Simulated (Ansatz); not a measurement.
# SiH₃ (doublet): PBE-QIDH, RPA-PBE over a scan of the scale of all distances, 6-31G

Aim: run SiH₃ (doublet) with these functionals over a scan of the scale of all distances, and hold them against the top wave-function level at the same points.

Computed with Ansatz 0.2.0, Gaussian basis. Level: 6-31G, all electrons in the functionals, frozen cores in the correlation of double hybrids and RPA.

Plan: PBE-QIDH, RPA-PBE, at 0.887; 1.000; 1.099; 1.321; 1.492; 1.720; 1.994; 2.400.

7 further runs of the same task are left out: 1 for a mislabelled method, 4 that didn't finish, 2 set aside as unsound or not needed.

**1. The system**

The geometry derives from a PBE0/def2-TZVP stationary point (not a proven minimum). All distances are scaled together.

4 atoms, charge 0, spin multiplicity 2.

Atoms are counted from 1 here; the program's logs count them from 0.

Bond lengths: Si1–H2 1.486 Å, Si1–H3 1.486 Å, Si1–H4 1.486 Å. Angles: H2–Si1–H3 111.3°, H2–Si1–H4 111.3°, H3–Si1–H4 111.3°.

No dispersion term is added.

The geometry shown and the zero of energy belong to the point 1.000. The yardstick, FCI, and other wave-function levels (R restricted, U unrestricted, valence and pair active spaces) come from earlier runs.

**2. PBE-QIDH, 0.887**

The input, in.yaml:

```yaml
crystal:
  periodic: [false, false, false]
  atoms:
    - {symbol: Si, position_ang: [0.000080, -0.000055, -0.038795]}
    - {symbol: H, position_ang: [1.255414, 0.012944, 0.362887]}
    - {symbol: H, position_ang: [-0.639578, 1.082156, 0.357486]}
    - {symbol: H, position_ang: [-0.618051, -1.093566, 0.360618]}
basis:
  gaussian: {orbitals: 6-31G}
magnetization: {spin_polarized: true, initial_magnetization: 1}
hamiltonian: {xc: {name: PBE-QIDH}}
correlation: {electrons: outside_noble_gas}
```

Launch:

```sh
$ ansatz run in.yaml --threads 1 --pin off --events-out ev --progress --plain --max-ram 2393MiB
```

Standard output:

```text
Functional definition: PBE-QIDH
  name "PBE-QIDH"
  cite "Brémond, Sancho-García, Pérez-Jiménez & Adamo, J. Chem. Phys. 141, 031101 (2014) doi:10.1063/1.4890314"
  cite "Perdew, Burke & Ernzerhof, Phys. Rev. Lett. 77, 3865 (1996) doi:10.1103/PhysRevLett.77.3865"
  parameter a = 3^(-1/3)
  parameter c = 1/3
  exchange = (1 - a)*pbe_x + a*exact_x
  correlation = (1 - c)*pbe_c + c*(mp2_os + mp2_ss)
236 factors; integrals over basis functions are off by at most 1.4e-4 eV
mean field evaluation 1: about -7914.9894 eV, gradient 3.4e0 eV
mean field evaluation 2: about -7914.9912 eV, gradient 3.4e0 eV
mean field evaluation 4: about -7915.1280 eV, gradient 2.6e-1 eV
mean field evaluation 8: about -7915.1295 eV, gradient 3.8e-3 eV
mean field -7915.12952600 eV, -290.8756450131 hartree, gradient 4.9e-6 eV, S^2 0.752876; 0 other end points of the search recorded, 0 dependent functions left out
5 core orbitals not correlated: weight in the atoms' cores, before any rotation towards them, 1.000 or more for the frozen orbitals, at most 0.000 for the correlated occupied ones
reference -7915.12953572 eV, -290.8756453700 hartree; 4, 3 occupied and 10, 11 virtual orbitals, 236 factors
second order -1.39586489 eV of doubles, -0.00000000 eV of singles
Total energy: -7915.59482401 eV, -290.8927443996 hartree
```

Wall time 0.42 s (1 thread of Arm Neoverse V2, shared host).

From the report: ⟨S²⟩ of the determinant 0.753 (pure doublet: 0.75).

**3. PBE-QIDH, 1.000**

The input, in.yaml:

```yaml
crystal:
  periodic: [false, false, false]
  atoms:
    - {symbol: Si, position_ang: [0.000090, -0.000062, -0.043737]}
    - {symbol: H, position_ang: [1.415348, 0.014593, 0.409118]}
    - {symbol: H, position_ang: [-0.721058, 1.220018, 0.403029]}
    - {symbol: H, position_ang: [-0.696788, -1.232882, 0.406559]}
basis:
  gaussian: {orbitals: 6-31G}
magnetization: {spin_polarized: true, initial_magnetization: 1}
hamiltonian: {xc: {name: PBE-QIDH}}
correlation: {electrons: outside_noble_gas}
```

Launched as before.

Standard output:

```text
Functional definition: PBE-QIDH
  name "PBE-QIDH"
  cite "Brémond, Sancho-García, Pérez-Jiménez & Adamo, J. Chem. Phys. 141, 031101 (2014) doi:10.1063/1.4890314"
  cite "Perdew, Burke & Ernzerhof, Phys. Rev. Lett. 77, 3865 (1996) doi:10.1103/PhysRevLett.77.3865"
  parameter a = 3^(-1/3)
  parameter c = 1/3
  exchange = (1 - a)*pbe_x + a*exact_x
  correlation = (1 - c)*pbe_c + c*(mp2_os + mp2_ss)
236 factors; integrals over basis functions are off by at most 1.8e-4 eV
mean field evaluation 1: about -7916.0620 eV, gradient 3.3e0 eV
mean field evaluation 2: about -7916.0627 eV, gradient 3.3e0 eV
mean field evaluation 4: about -7916.2219 eV, gradient 2.9e-1 eV
mean field evaluation 8: about -7916.2243 eV, gradient 6.0e-3 eV
mean field evaluation 16: about -7916.2243 eV, gradient 2.5e-6 eV
mean field -7916.22431721 eV, -290.9158778480 hartree, gradient 2.5e-6 eV, S^2 0.753000; 0 other end points of the search recorded, 0 dependent functions left out
5 core orbitals not correlated: weight in the atoms' cores, before any rotation towards them, 1.000 or more for the frozen orbitals, at most 0.000 for the correlated occupied ones
reference -7916.22432667 eV, -290.9158781956 hartree; 4, 3 occupied and 10, 11 virtual orbitals, 236 factors
second order -1.52599915 eV of doubles, -0.00000000 eV of singles
Total energy: -7916.73299305 eV, -290.9345713404 hartree
```

Wall time 0.45 s (1 thread of Arm Neoverse V2, shared host).

From the report: ⟨S²⟩ of the determinant 0.753 (pure doublet: 0.75).

**4. PBE-QIDH, 1.099**

The input, in.yaml:

```yaml
crystal:
  periodic: [false, false, false]
  atoms:
    - {symbol: Si, position_ang: [0.000099, -0.000068, -0.048067]}
    - {symbol: H, position_ang: [1.555468, 0.016038, 0.449620]}
    - {symbol: H, position_ang: [-0.792443, 1.340800, 0.442929]}
    - {symbol: H, position_ang: [-0.765770, -1.354937, 0.446808]}
basis:
  gaussian: {orbitals: 6-31G}
magnetization: {spin_polarized: true, initial_magnetization: 1}
hamiltonian: {xc: {name: PBE-QIDH}}
correlation: {electrons: outside_noble_gas}
```

The command is unchanged.

Standard output:

```text
Functional definition: PBE-QIDH
  name "PBE-QIDH"
  cite "Brémond, Sancho-García, Pérez-Jiménez & Adamo, J. Chem. Phys. 141, 031101 (2014) doi:10.1063/1.4890314"
  cite "Perdew, Burke & Ernzerhof, Phys. Rev. Lett. 77, 3865 (1996) doi:10.1103/PhysRevLett.77.3865"
  parameter a = 3^(-1/3)
  parameter c = 1/3
  exchange = (1 - a)*pbe_x + a*exact_x
  correlation = (1 - c)*pbe_c + c*(mp2_os + mp2_ss)
236 factors; integrals over basis functions are off by at most 2.1e-4 eV
mean field evaluation 1: about -7915.5967 eV, gradient 3.3e0 eV
mean field evaluation 2: about -7915.5969 eV, gradient 3.3e0 eV
mean field evaluation 4: about -7915.7812 eV, gradient 3.3e-1 eV
mean field evaluation 8: about -7915.7851 eV, gradient 8.7e-3 eV
mean field -7915.78514441 eV, -290.8997385451 hartree, gradient 3.6e-6 eV, S^2 0.752436; 0 other end points of the search recorded, 0 dependent functions left out
5 core orbitals not correlated: weight in the atoms' cores, before any rotation towards them, 1.000 or more for the frozen orbitals, at most 0.000 for the correlated occupied ones
reference -7915.78515356 eV, -290.8997388815 hartree; 4, 3 occupied and 10, 11 virtual orbitals, 236 factors
second order -1.67508780 eV of doubles, -0.00000000 eV of singles
Total energy: -7916.34351616 eV, -290.9202583286 hartree
```

Wall time 0.45 s (1 thread of Arm Neoverse V2, shared host).

From the report: ⟨S²⟩ of the determinant 0.752 (pure doublet: 0.75).

From 1.000: +0.389 eV.

**5. PBE-QIDH, 1.321**

The input, in.yaml:

```yaml
crystal:
  periodic: [false, false, false]
  atoms:
    - {symbol: Si, position_ang: [0.000118, -0.000082, -0.057777]}
    - {symbol: H, position_ang: [1.869675, 0.019277, 0.540444]}
    - {symbol: H, position_ang: [-0.952518, 1.611644, 0.532401]}
    - {symbol: H, position_ang: [-0.920457, -1.628637, 0.537064]}
basis:
  gaussian: {orbitals: 6-31G}
magnetization: {spin_polarized: true, initial_magnetization: 1}
hamiltonian: {xc: {name: PBE-QIDH}}
correlation: {electrons: outside_noble_gas}
```

The command is unchanged.

Standard output:

```text
Functional definition: PBE-QIDH
  name "PBE-QIDH"
  cite "Brémond, Sancho-García, Pérez-Jiménez & Adamo, J. Chem. Phys. 141, 031101 (2014) doi:10.1063/1.4890314"
  cite "Perdew, Burke & Ernzerhof, Phys. Rev. Lett. 77, 3865 (1996) doi:10.1103/PhysRevLett.77.3865"
  parameter a = 3^(-1/3)
  parameter c = 1/3
  exchange = (1 - a)*pbe_x + a*exact_x
  correlation = (1 - c)*pbe_c + c*(mp2_os + mp2_ss)
236 factors; integrals over basis functions are off by at most 2.1e-4 eV
mean field evaluation 1: about -7912.7277 eV, gradient 3.8e0 eV
mean field evaluation 2: about -7912.7270 eV, gradient 3.8e0 eV
mean field evaluation 4: about -7913.0098 eV, gradient 6.7e-1 eV
mean field evaluation 8: about -7913.0237 eV, gradient 3.7e-2 eV
mean field evaluation 16: about -7913.0239 eV, gradient 3.0e-6 eV
mean field -7913.02389846 eV, -290.7982646282 hartree, gradient 3.0e-6 eV, S^2 0.757138; 2 other end points of the search recorded, 0 dependent functions left out
5 core orbitals not correlated: weight in the atoms' cores, before any rotation towards them, 1.000 or more for the frozen orbitals, at most 0.000 for the correlated occupied ones
reference -7913.02390711 eV, -290.7982649461 hartree; 4, 3 occupied and 10, 11 virtual orbitals, 236 factors
second order -2.08705960 eV of doubles, -0.00000000 eV of singles
Total energy: -7913.71959364 eV, -290.8238309546 hartree
```

Run time: 0.6 s. Hardware: 1 thread of Arm Neoverse V2, shared host.

From the report: ⟨S²⟩ of the determinant 0.757 (pure doublet: 0.75).

From 1.000: +3.013 eV.

**6. PBE-QIDH, 1.492**

The input, in.yaml:

```yaml
crystal:
  periodic: [false, false, false]
  atoms:
    - {symbol: Si, position_ang: [0.000134, -0.000093, -0.065256]}
    - {symbol: H, position_ang: [2.111700, 0.021773, 0.610403]}
    - {symbol: H, position_ang: [-1.075819, 1.820267, 0.601319]}
    - {symbol: H, position_ang: [-1.039608, -1.839459, 0.606586]}
basis:
  gaussian: {orbitals: 6-31G}
magnetization: {spin_polarized: true, initial_magnetization: 1}
hamiltonian: {xc: {name: PBE-QIDH}}
correlation: {electrons: outside_noble_gas}
```

Launched as before.

Standard output:

```text
Functional definition: PBE-QIDH
  name "PBE-QIDH"
  cite "Brémond, Sancho-García, Pérez-Jiménez & Adamo, J. Chem. Phys. 141, 031101 (2014) doi:10.1063/1.4890314"
  cite "Perdew, Burke & Ernzerhof, Phys. Rev. Lett. 77, 3865 (1996) doi:10.1103/PhysRevLett.77.3865"
  parameter a = 3^(-1/3)
  parameter c = 1/3
  exchange = (1 - a)*pbe_x + a*exact_x
  correlation = (1 - c)*pbe_c + c*(mp2_os + mp2_ss)
236 factors; integrals over basis functions are off by at most 1.8e-4 eV
mean field evaluation 1: about -7910.1663 eV, gradient 5.2e0 eV
mean field evaluation 2: about -7910.1659 eV, gradient 5.2e0 eV
mean field evaluation 4: about -7910.6830 eV, gradient 1.2e0 eV
mean field evaluation 8: about -7910.8275 eV, gradient 9.8e-2 eV
mean field evaluation 16: about -7910.8277 eV, gradient 4.0e-5 eV
mean field -7910.82766369 eV, -290.7175544890 hartree, gradient 7.2e-6 eV, S^2 1.065258; 2 other end points of the search recorded, 0 dependent functions left out
5 core orbitals not correlated: weight in the atoms' cores, before any rotation towards them, 1.000 or more for the frozen orbitals, at most 0.000 for the correlated occupied ones
reference -7910.82767262 eV, -290.7175548173 hartree; 4, 3 occupied and 10, 11 virtual orbitals, 236 factors
second order -1.83599991 eV of doubles, -0.00000000 eV of singles
Total energy: -7911.43967259 eV, -290.7400454014 hartree
```

Run time: 0.66 s. Hardware: 1 thread of Arm Neoverse V2, shared host.

From the report: ⟨S²⟩ of the determinant 1.065 (pure doublet: 0.75).

From 1.000: +5.293 eV.

**7. PBE-QIDH, 1.720**

The input, in.yaml:

```yaml
crystal:
  periodic: [false, false, false]
  atoms:
    - {symbol: Si, position_ang: [0.000154, -0.000107, -0.075228]}
    - {symbol: H, position_ang: [2.434399, 0.025100, 0.703682]}
    - {symbol: H, position_ang: [-1.240220, 2.098431, 0.693209]}
    - {symbol: H, position_ang: [-1.198475, -2.120556, 0.699282]}
basis:
  gaussian: {orbitals: 6-31G}
magnetization: {spin_polarized: true, initial_magnetization: 1}
hamiltonian: {xc: {name: PBE-QIDH}}
correlation: {electrons: outside_noble_gas}
```

The command is unchanged.

Standard output:

```text
Functional definition: PBE-QIDH
  name "PBE-QIDH"
  cite "Brémond, Sancho-García, Pérez-Jiménez & Adamo, J. Chem. Phys. 141, 031101 (2014) doi:10.1063/1.4890314"
  cite "Perdew, Burke & Ernzerhof, Phys. Rev. Lett. 77, 3865 (1996) doi:10.1103/PhysRevLett.77.3865"
  parameter a = 3^(-1/3)
  parameter c = 1/3
  exchange = (1 - a)*pbe_x + a*exact_x
  correlation = (1 - c)*pbe_c + c*(mp2_os + mp2_ss)
236 factors; integrals over basis functions are off by at most 1.2e-4 eV
mean field evaluation 1: about -7906.9612 eV, gradient 7.7e0 eV
mean field evaluation 2: about -7906.9609 eV, gradient 7.7e0 eV
mean field evaluation 4: about -7908.2651 eV, gradient 2.3e0 eV
mean field evaluation 8: about -7909.2950 eV, gradient 1.1e-1 eV
mean field evaluation 16: about -7909.2937 eV, gradient 9.0e-5 eV
mean field evaluation 32: about -7909.2937 eV, gradient 5.2e-3 eV
mean field evaluation 64: about -7905.2926 eV, gradient 1.0e1 eV
mean field evaluation 96: about -7909.2471 eV, gradient 5.7e-1 eV
mean field -7909.29373720 eV, -290.6611837302 hartree, gradient 9.8e-6 eV, S^2 1.861759; 10 other end points of the search recorded, 0 dependent functions left out
5 core orbitals not correlated: weight in the atoms' cores, before any rotation towards them, 1.000 or more for the frozen orbitals, at most 0.000 for the correlated occupied ones
reference -7909.29374766 eV, -290.6611841146 hartree; 4, 3 occupied and 10, 11 virtual orbitals, 236 factors
second order -0.98438184 eV of doubles, -0.00000000 eV of singles
Total energy: -7909.62187494 eV, -290.6732425697 hartree
```

It took 2.3 s on 1 thread of Arm Neoverse V2, shared host.

From the report: ⟨S²⟩ of the determinant 1.862 (pure doublet: 0.75). The determinant is far from a pure spin state, so its energy mixes those of several spin states (harmless only where they are near-degenerate, as at dissociation).

From 1.000: +7.111 eV.

**8. PBE-QIDH, 1.994**

The input, in.yaml:

```yaml
crystal:
  periodic: [false, false, false]
  atoms:
    - {symbol: Si, position_ang: [0.000179, -0.000124, -0.087212]}
    - {symbol: H, position_ang: [2.822204, 0.029098, 0.815780]}
    - {symbol: H, position_ang: [-1.437790, 2.432716, 0.803639]}
    - {symbol: H, position_ang: [-1.389395, -2.458366, 0.810679]}
basis:
  gaussian: {orbitals: 6-31G}
magnetization: {spin_polarized: true, initial_magnetization: 1}
hamiltonian: {xc: {name: PBE-QIDH}}
correlation: {electrons: outside_noble_gas}
```

The command is unchanged.

Standard output:

```text
Functional definition: PBE-QIDH
  name "PBE-QIDH"
  cite "Brémond, Sancho-García, Pérez-Jiménez & Adamo, J. Chem. Phys. 141, 031101 (2014) doi:10.1063/1.4890314"
  cite "Perdew, Burke & Ernzerhof, Phys. Rev. Lett. 77, 3865 (1996) doi:10.1103/PhysRevLett.77.3865"
  parameter a = 3^(-1/3)
  parameter c = 1/3
  exchange = (1 - a)*pbe_x + a*exact_x
  correlation = (1 - c)*pbe_c + c*(mp2_os + mp2_ss)
236 factors; integrals over basis functions are off by at most 2.4e-4 eV
mean field evaluation 1: about -7903.2059 eV, gradient 1.1e1 eV
mean field evaluation 2: about -7903.2052 eV, gradient 1.1e1 eV
mean field evaluation 4: about -7906.3097 eV, gradient 4.3e0 eV
mean field evaluation 8: about -7904.6760 eV, gradient 8.9e-1 eV
mean field evaluation 16: about -7908.5480 eV, gradient 1.5e-6 eV
mean field evaluation 32: about -7908.5480 eV, gradient 1.6e-4 eV
mean field evaluation 64: about -7908.2328 eV, gradient 6.6e-1 eV
mean field evaluation 96: about -7908.5476 eV, gradient 6.5e-2 eV
mean field evaluation 128: about -7907.6353 eV, gradient 4.8e0 eV
mean field -7908.54797012 eV, -290.6337772957 hartree, gradient 1.6e-6 eV, S^2 2.391021; 12 other end points of the search recorded, 0 dependent functions left out
5 core orbitals not correlated: weight in the atoms' cores, before any rotation towards them, 1.000 or more for the frozen orbitals, at most 0.000 for the correlated occupied ones
reference -7908.54798231 eV, -290.6337777436 hartree; 4, 3 occupied and 10, 11 virtual orbitals, 236 factors
second order -0.62894671 eV of doubles, -0.00000000 eV of singles
Total energy: -7908.75763122 eV, -290.6414821988 hartree
```

It took 2.8 s on 1 thread of Arm Neoverse V2, shared host.

From the report: ⟨S²⟩ of the determinant 2.391 (pure doublet: 0.75). The determinant is far from a pure spin state, so its energy mixes those of several spin states (harmless only where they are near-degenerate, as at dissociation).

From 1.000: +7.975 eV.

**9. PBE-QIDH, 2.400**

The input, in.yaml:

```yaml
crystal:
  periodic: [false, false, false]
  atoms:
    - {symbol: Si, position_ang: [0.000215, -0.000149, -0.104969]}
    - {symbol: H, position_ang: [3.396836, 0.035023, 0.981882]}
    - {symbol: H, position_ang: [-1.730539, 2.928043, 0.967269]}
    - {symbol: H, position_ang: [-1.672291, -2.958916, 0.975742]}
basis:
  gaussian: {orbitals: 6-31G}
magnetization: {spin_polarized: true, initial_magnetization: 1}
hamiltonian: {xc: {name: PBE-QIDH}}
correlation: {electrons: outside_noble_gas}
```

Launched as before.

Standard output:

```text
Functional definition: PBE-QIDH
  name "PBE-QIDH"
  cite "Brémond, Sancho-García, Pérez-Jiménez & Adamo, J. Chem. Phys. 141, 031101 (2014) doi:10.1063/1.4890314"
  cite "Perdew, Burke & Ernzerhof, Phys. Rev. Lett. 77, 3865 (1996) doi:10.1103/PhysRevLett.77.3865"
  parameter a = 3^(-1/3)
  parameter c = 1/3
  exchange = (1 - a)*pbe_x + a*exact_x
  correlation = (1 - c)*pbe_c + c*(mp2_os + mp2_ss)
239 factors; integrals over basis functions are off by at most 2.1e-4 eV
mean field evaluation 1: about -7897.5374 eV, gradient 1.3e1 eV
mean field evaluation 2: about -7897.5369 eV, gradient 1.3e1 eV
mean field evaluation 4: about -7902.9961 eV, gradient 1.2e1 eV
mean field evaluation 8: about -7908.1701 eV, gradient 1.0e0 eV
mean field evaluation 16: about -7908.1962 eV, gradient 2.6e-4 eV
mean field evaluation 32: about -7908.1962 eV, gradient 2.3e-2 eV
mean field evaluation 64: about -7908.1744 eV, gradient 6.4e-6 eV
mean field evaluation 96: about -7907.5735 eV, gradient 1.9e-1 eV
mean field evaluation 128: about -7907.6400 eV, gradient 1.4e-1 eV
mean field evaluation 160: about -7908.1873 eV, gradient 2.0e-1 eV
mean field evaluation 192: about -7908.1353 eV, gradient 2.7e-1 eV
mean field evaluation 224: about -7886.3051 eV, gradient 1.6e1 eV
mean field evaluation 256: about -7908.1857 eV, gradient 6.7e-1 eV
mean field -7908.19620621 eV, -290.6208502103 hartree, gradient 9.9e-8 eV, S^2 2.671030; 17 other end points of the search recorded, 0 dependent functions left out
5 core orbitals not correlated: weight in the atoms' cores, before any rotation towards them, 1.000 or more for the frozen orbitals, at most 0.000 for the correlated occupied ones
reference -7908.19622008 eV, -290.6208507199 hartree; 4, 3 occupied and 10, 11 virtual orbitals, 239 factors
second order -0.49121627 eV of doubles, -0.00000000 eV of singles
Total energy: -7908.35995883 eV, -290.6268680083 hartree
```

Wall time 5.5 s (1 thread of Arm Neoverse V2, shared host).

From the report: ⟨S²⟩ of the determinant 2.671 (pure doublet: 0.75). The determinant is far from a pure spin state, so its energy mixes those of several spin states (harmless only where they are near-degenerate, as at dissociation).

From 1.000: +8.373 eV.

**10. RPA-PBE, 0.887**

The input, in.yaml:

```yaml
crystal:
  periodic: [false, false, false]
  atoms:
    - {symbol: Si, position_ang: [0.000080, -0.000055, -0.038795]}
    - {symbol: H, position_ang: [1.255414, 0.012944, 0.362887]}
    - {symbol: H, position_ang: [-0.639578, 1.082156, 0.357486]}
    - {symbol: H, position_ang: [-0.618051, -1.093566, 0.360618]}
basis:
  gaussian: {orbitals: 6-31G}
magnetization: {spin_polarized: true, initial_magnetization: 1}
hamiltonian: {xc: {name: PBE}}
correlation: {method: rpa, electrons: outside_noble_gas}
```

The command is unchanged.

Standard output:

```text
Functional definition: PBE
  name "PBE"
  cite "Perdew, Burke & Ernzerhof, Phys. Rev. Lett. 77, 3865 (1996) doi:10.1103/PhysRevLett.77.3865"
  parent pbe
  parameter kappa = 0.804
  parameter beta = 0.06672455060314922
  exchange = pbe_x(kappa = kappa, mu = beta*pi^2/3)
  correlation = pbe_c(beta = beta)
236 factors; integrals over basis functions are off by at most 1.4e-4 eV
mean field evaluation 1: about -7917.4340 eV, gradient 7.4e0 eV
mean field evaluation 2: about -7917.4262 eV, gradient 7.4e0 eV
mean field evaluation 4: about -7917.9339 eV, gradient 3.4e-1 eV
mean field evaluation 8: about -7917.9347 eV, gradient 1.4e-3 eV
mean field -7917.93470916 eV, -290.9787335927 hartree, gradient 4.6e-6 eV, S^2 0.751568; 0 other end points of the search recorded, 0 dependent functions left out
5 core orbitals not correlated: weight in the atoms' cores, before any rotation towards them, 1.000 or more for the frozen orbitals, at most 0.000 for the correlated occupied ones
reference -7905.43307216 eV, -290.5193069068 hartree; 4, 3 occupied and 10, 11 virtual orbitals, 236 factors
Total energy: -7908.35871829 eV, -290.6268224189 hartree
```

It took 0.42 s on 1 thread of Arm Neoverse V2, shared host.

From the report: ⟨S²⟩ of the determinant 0.752 (pure doublet: 0.75).

(Part 1 of 2 ends here.)
